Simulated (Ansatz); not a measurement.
Coupled-cluster diagnostics for AlH2(CH2SiH3) (CH7AlSi), Ansatz.

Geometry of the singlet (r2SCAN-D4/def2-TZVP):

```xyz
10

Al   -1.060   -0.663   -1.297
H    -2.617   -0.384   -1.173
H    -0.535   -1.954   -2.054
C     0.211    0.574   -0.494
Si    0.675    0.161    1.268
H     1.137    0.589   -1.080
H    -0.207    1.588   -0.493
H    -0.535    0.147    2.135
H     1.291   -1.193    1.339
H     1.641    1.133    1.848
```

Correlated methods freeze 11 core orbitals.

(1) Estimate the CCSD(T) correlation energy, the shares of MP2 and (T), T1 and the reference's ⟨S²⟩ for: charge 0, singlet, own geometry in def2-TZVPP; and the rough time on 4 threads of Arm Neoverse V1 on a shared host.

## Answers

(1) 
```json
{"state": "charge 0, singlet, own geometry", "basis": "def2-TZVPP", "correlation (eV)": "-12.479", "MP2 share (%)": "85.7", "(T) share (%)": "3.2", "T1": "0.010", "⟨S²⟩ (pure)": "0.00 (0.00)", "wall time": "30 s"}
```
Customary marks for T1 are 0.02 (closed shells), 0.045 (open shells) and about 0.05 (3d metals). T1 stays under 0.02 throughout.
